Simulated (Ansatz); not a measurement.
in.yaml

```yaml
crystal:
  periodic: [false, false, false]
  atoms:
    - {symbol: Ge, position_ang: [0.000000, 0.000000, 0.000000]}
    - {symbol: B, position_ang: [0.000000, 0.000000, 1.915800]}
basis:
  gaussian: {orbitals: STO-3G}
total_charge: -1
correlation: {method: fic_nevpt4_sd, electrons: all, active_space: {window: {electrons: 8, orbitals: 6}}}
scf: {lower_state_search: off}
```

```sh
$ ansatz run in.yaml --threads 1 --pin off --events-out ev --progress --plain --max-ram 2393MiB
```

Log:

```
these checks for a lower state are left out or cut short: stability, starts, cluster_reference, orbital_swaps, neighbouring_geometries, increment
237 factors; integrals over basis functions are off by at most 3.5e-5 eV
mean field evaluation 1: about -56476.8152 eV, gradient 2.8e1 eV
mean field evaluation 2: about -56476.8205 eV, gradient 2.8e1 eV
mean field evaluation 4: about -56480.5776 eV, gradient 4.0e0 eV
mean field evaluation 8: about -56480.6925 eV, gradient 8.1e-4 eV
mean field evaluation 16: about -56480.6912 eV, gradient 1.6e-4 eV
mean field -56480.69121713 eV, -2075.6271182421 hartree, gradient 6.0e-7 eV, S^2 0.000000; 0 other end points of the search recorded, 0 dependent functions left out
reference -56480.69121713 eV, -2075.6271182421 hartree; 19, 19 occupied and 4, 4 virtual orbitals, 237 factors
state -56483.96352740 eV, -2075.7473734262 hartree
state -56483.96352740 eV, -2075.7473734262 hartree; corrected -56485.29309416 eV, -2075.7962341036 hartree
Total energy: -56485.29309416 eV, -2075.7962341036 hartree
Checks for a lower state left out: stability, starts, cluster_reference, orbital_swaps, neighbouring_geometries, increment
```

Ran on 1 thread of Arm Neoverse V1, shared host: 0.63 s wall, 0.1 GiB peak host memory.
